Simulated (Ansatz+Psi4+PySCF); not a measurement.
Results of a calculation; reference values are marked as such.
Input for Psi4 1.11:

```
molecule {
1 2
S 0.000000 0.000000 0.960110
S 0.000000 0.000000 -0.960110
}

set basis cc-pV(T+d)Z
set reference rohf
set scf_type pk
energy('scf')
```

The input is written out from the run's settings.

Output:

| Item | Value |
| --- | --- |
| Converged | yes |
| Total energy | -794.73658 hartree |
| Spin squared of the determinant | 0.750 |
| Occupied orbitals by symmetry in an Abelian subgroup (alpha; beta) | 5 Ag 1 B2g 2 B3g 4 B1u 2 B2u 2 B3u; 5 Ag 1 B2g 1 B3g 4 B1u 2 B2u 2 B3u |

Caution: an unrestricted determinant lies well below.
